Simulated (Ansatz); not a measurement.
System: fcc Ca. Method: PBE0-D3(BJ) (plane waves, PAW; Ansatz, a quantum-chemistry and plane-wave program).

From the output:

```
WARN output.stress: scf.exx.energy_threshold = 1e-6 eV is looser than the 1e-8 eV advised for a stress under a hybrid functional (1e-8 eV for each atom of the …
Crystal: 1 atoms, lattice volume = 41.273 Å³
Basis set: ecut = 460 eV, 941 PW (Γ), exchange–correlation on 60×60×60 points (8 copies of the dense FFT grid, shifted against one another)
Bands: 9, of which v1, the nominal top of the filled ones, is band 5 counted from 1 (4 counted from 0)
Symmetry: 48 space group operations
Space group: Fm-3m (ITA 225), of the structure as read, at distance tolerance 3.5e-5 Å
k-points: 47 of 1000
Functional: x = pbe(κ = 0.804, μ = 0.2195149727645171), c = pbe(β = 0.06672455060314922), warm-up for x = 0.75 pbe(κ = 0.804, μ = 0.2195149727645171) + 0.25 exact, c = pbe(β = 0.06672455060314922)
SCF iter   1: F=—  HF=-1817.135440 eV  |F-HF|=—  |Δ(HF+E_count)|=         —  Δρ=1.01e-3  dr2=5.19e-4
SCF iter   2: F=—  HF=-1817.135710 eV  |F-HF|=—  |Δ(HF+E_count)|=   2.70e-4  Δρ=6.24e-4  dr2=2.34e-4
  ...
SCF 1 converged in 7 iterations: F = -1817.135740 eV  dr2 = 1.71e-11
Crystal: 1 atoms, lattice volume = 41.273 Å³
Initial density: handed on by an earlier stage of this run
Functional: x = 0.75 pbe(κ = 0.804, μ = 0.2195149727645171) + 0.25 exact, c = pbe(β = 0.06672455060314922)
SCF 2 converged in 6 iterations: F = -1818.088481 eV  dr2 = 6.41e-12
Crystal: 1 atoms, lattice volume = 41.273 Å³
SCF 3 converged in 6 iterations: F = -1818.101183 eV  dr2 = 1.53e-12
Crystal: 1 atoms, lattice volume = 41.273 Å³
Crystal: 1 atoms, lattice volume = 41.273 Å³
SCF 5 converged in 9 iterations: F = -1818.102459 eV  dr2 = 3.34e-12
Crystal: 1 atoms, lattice volume = 41.273 Å³
SCF iter   1: F=—  HF=-1818.102459 eV  |F-HF|=—  |Δ(HF+E_count)|=         —  Δρ=3.48e-7  dr2=4.03e-11
SCF iter   2: F=-1818.102459 eV  HF=-1818.102459 eV  |F-HF|=3.18e-12  |Δ(HF+E_count)|=  4.09e-12  Δρ=1.37e-7  dr2=7.14e-12
SCF 6 converged in 2 iterations: F = -1818.102459 eV  dr2 = 7.14e-12
Free energy (F): -1818.102459 eV
Internal energy: -1818.100404 eV  (E = F + TS)
E sigma→0 (E₀):  -1818.101432 eV
Fermi energy:    5.197751 eV
--- Stress (GPa, compression-positive) ---
       -0.000051      -0.000000      -0.000000
        0.000000      -0.000051      -0.000000
       -0.000000       0.000000      -0.000051
  P = ⅓ Tr σ = -0.0001 GPa (-0.001 kbar)
```

Q: Write an input file that could have produced this run (the log leaves some choices open).

A: One answer among several that fit: 
Ansatz 0.2 input:
```yaml
crystal:
  lattice:
    - [0.0, 2.7429124578, 2.7429124578]
    - [2.7429124578, 0.0, 2.7429124578]
    - [2.7429124578, 2.7429124578, 0.0]
  atoms:
    - { symbol: Ca, position: [0.0, 0.0, 0.0] }
basis:
  ecutwfc: 460
  ecutrho_ratio: 4
  xc_grid: 2
kpoints:
  mp_grid: { grid: [10, 10, 10] }
hamiltonian:
  xc: pbe0
  dispersion: d3bj
  pseudopotentials: { kind: paw }
scf:
  occupations: { method: fermi_dirac, width: 0.05 }
  convergence: { dr2_threshold: 0.0000000001 }
output:
  forces: false
  stress: true
  eigenvalues: true
```

The PAW data were made under PBE.

Note: the run warned that the count of filled bands differs between k points.
